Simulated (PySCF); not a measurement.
# PH under electron impact: the energy ladder

PBE in PySCF with def2-TZVPPD on every atom, for the lowest determinant that a PBE0 search found; no spin–orbit coupling.

| species | state (unpaired electrons) | Re (Å) | ωe (cm⁻¹) | energy of the minimum from the neutral (eV) | De (eV) | dissociates to |
| --- | --- | --- | --- | --- | --- | --- |
| PH | triplet (π ↑↑) | 1.440 | 2290 | 0.00 | 3.26 | P + H |
| PH⁺ | doublet (π ↑) | 1.448 | 2280 | 10.23 | 3.51 | P⁺ + H |

Work out the lowest energy to break PH into atoms, from its vibrational ground state.

D0 = De − ωe/2 = 3.26 − 0.14 = 3.12 eV (PBE/def2-TZVPPD).

Work out the ionisation energy of the P atom at this level and the threshold of dissociative ionisation.

IE(P) = 10.23 + 3.51 − 3.26 = 10.48 eV, so P⁺ + H + e⁻ appears at D0 + IE(P) = 13.60 eV (PBE/def2-TZVPPD). The measured IE(P) is 10.487 eV (NIST ASD).

These are thermodynamic thresholds; the onsets seen under electron impact lie higher where the geometry changes, and cross-sections peak well above them.

For an ion De counts to the pair picked by the measured ionisation energies or electron affinities, which need not be the lowest pair at this level. States were picked by a PBE0 search and need not be the measured ground states.
